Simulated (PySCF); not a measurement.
Method: PBE-D3(BJ)/def2-TZVP // ωB97X-D3(BJ)/def2-TZVP in PySCF. Isolated molecules, 0 K electronic values unless said otherwise. Excitations are Tamm–Dancoff values on a coarser integration grid. The basis has no diffuse functions, so Rydberg states are missing or too high.

Reference species (SMILES): `[F][Al]([F])[F]` (neutral, multiplicity 1).

| Item | Value |
|---|---|
| T1 excitation (TDA) | 7.07 eV |
| HOMO | -9.62 eV |
| S1–T1 gap (TDA) | 0.20 eV |
| S1 excitation (TDA) | 7.27 eV |

After one change: the T1 excitation (TDA) falls by 1.02 eV; the HOMO increases by 1.14 eV; the S1–T1 gap (TDA) rises by 0.05 eV; the S1 excitation (TDA) falls by 0.97 eV.

Problem. Name the change that produced these shifts. The new species is one of these.
(A) `[F][Al]([Cl])[Cl]`
(B) `[Cl][Al]([Cl])[Cl]`
(C) `[F][Al]([F])[Cl]`

Solution. C, `[F][Al]([F])[Cl]`
